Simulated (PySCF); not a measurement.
**Ionisation energy of Mg by level of theory**

Mg [Ne] 3s2 (1S) → Mg⁺ [Ne] 3s1 (2S), as a difference of total energies. Computed with PySCF 2.14 in cc-pVDZ (4s3p1d, 18 functions), with no relativity, point nucleus. Correlated levels: valence: [Ne] frozen. The calculations carry no spin-orbit coupling.

```csv
method,ionisation energy (eV),error (eV)
UHF,6.624,-1.022
TPSS,7.577,-0.069
PBE0,7.576,-0.070
MP2 (valence),7.205,-0.441
SCS-MP2 (valence),7.321,-0.325
CCSD (valence),7.519,-0.127
```

Reference: 7.646 eV (measured; NIST Atomic Spectra Database, ionization energies).

Errors of the correlated levels include the incompleteness of this basis and the frozen core.

With two correlated electrons CCSD is exact in that space.
